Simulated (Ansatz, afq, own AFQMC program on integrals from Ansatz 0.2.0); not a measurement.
## Atomization energy of Al$_{2}$H$_{2}$, singlet

```xyz
4

Al    0.0000    0.0925    1.2647
Al    0.0000   -0.0193   -1.3669
H     0.0000   -0.6882    2.6804
H     0.0000   -1.2711    0.0548
```

Connectivity, by distances: AlH–Al, 1 bridging H.

Atoms in their ground-state spins without spin–orbit coupling (mostly on UHF) minus the molecule (RHF), without zero-point energy. The geometry is a stationary point, not shown to be a minimum.

Basis cc-pVDZ. Only valence electrons are correlated. Integrals, coupled cluster, full CI and functionals: Ansatz 0.2.0; the random walks run on the same integrals in our own AFQMC program. The CISD trial takes its coefficients from CCSD amplitudes. Released means that phaseless walkers are propagated on without the constraint, phases kept. ± is one standard error of the sampling. The errors of all members are added in quadrature.

No full CI on the walks' own integrals is used here; CCSDT(Q) serves as the reference and is uncertain by about the last step of the cluster series. Each member takes its own surest rung, up to full CI.

The best estimate is CCSD(T) at the basis-set limit (CBS: def2-TZVPP and def2-QZVPP, with their diffuse functions for anions and beside diffuse sets, CCSD(T) itself extrapolated) plus the step from CCSD(T) to CCSDT(Q) in cc-pVDZ. Rows without CBS are in cc-pVDZ, the functionals in def2-TZVP; B2PLYP and the wave-function rows carry a basis error of their own. Core correlation and relativity beyond core potentials are missing, and ± holds the sampling alone.

Cautions: Al₂H₂ (singlet): higher spins were not checked, restricted determinant unstable towards unrestricted (UHF 84 meV lower, ⟨S²⟩ 0.51).

Best estimate: 714.0 kJ/mol.

```json
{"level": "HF", "atomization energy (kJ/mol)": "469.0", "error against the best estimate (kJ/mol)": "-245.0"}
{"level": "MP2", "atomization energy (kJ/mol)": "616.8", "error against the best estimate (kJ/mol)": "-97.2"}
{"level": "CCSD", "atomization energy (kJ/mol)": "629.5", "error against the best estimate (kJ/mol)": "-84.5"}
{"level": "CCSD(T)", "atomization energy (kJ/mol)": "638.9", "error against the best estimate (kJ/mol)": "-75.0"}
{"level": "ph-AFQMC/CISD", "atomization energy (kJ/mol)": "640.9 ± 0.7", "error against the best estimate (kJ/mol)": "-73.1 ± 0.7"}
{"level": "released AFQMC", "atomization energy (kJ/mol)": "642.7 ± 0.9", "error against the best estimate (kJ/mol)": "-71.3 ± 0.9"}
{"level": "HF/CBS", "atomization energy (kJ/mol)": "487.0", "error against the best estimate (kJ/mol)": "-226.9"}
{"level": "MP2/CBS", "atomization energy (kJ/mol)": "689.6", "error against the best estimate (kJ/mol)": "-24.4"}
{"level": "CCSD(T)/CBS", "atomization energy (kJ/mol)": "711.6", "error against the best estimate (kJ/mol)": "-2.4"}
{"level": "PBE", "atomization energy (kJ/mol)": "698.8", "error against the best estimate (kJ/mol)": "-15.1"}
{"level": "PBE0", "atomization energy (kJ/mol)": "690.2", "error against the best estimate (kJ/mol)": "-23.8"}
{"level": "B3LYP", "atomization energy (kJ/mol)": "696.6", "error against the best estimate (kJ/mol)": "-17.3"}
{"level": "wB97M-V", "atomization energy (kJ/mol)": "716.1", "error against the best estimate (kJ/mol)": "2.1"}
{"level": "B2PLYP", "atomization energy (kJ/mol)": "684.0", "error against the best estimate (kJ/mol)": "-29.9"}
{"level": "surest rungs in cc-pVDZ", "atomization energy (kJ/mol)": "641.3", "error against the best estimate (kJ/mol)": "-72.7"}
```

Correlation beyond CCSD(T) adds 2.4 kJ/mol. Going to the basis-set limit adds 72.7 kJ/mol at CCSD(T). The perturbative (T) step is worth +9.4 kJ/mol. The functionals spread over 32.0 kJ/mol; wB97M-V comes nearest and B2PLYP is 29.9 kJ/mol too low.

Best estimates are given only where the step beyond CCSD(T) is under 0.3 eV and no member's determinant is very poor (T1 over 0.05, or 0.07 for open shells, ⟨S²⟩ too high by 0.3, two states mixed), so the hardest cases are missing from such tables.

The functionals ran in a triple-zeta set and keep a basis error of their own, a few kJ/mol for each bond in atomization energies and more for double hybrids, so close places among them and the extrapolated levels can swap.

Each member of a difference takes its own highest rung, so a best estimate needn't equal the limit plus the step of one row. A walk keeps the symmetry of its determinant, which the program's search chose and which needn't be the lowest solution, so a lower state of the same spin and another symmetry isn't excluded. Released energies are given only where the last usable release times agree within the noise; a slower fall can still hide under it.
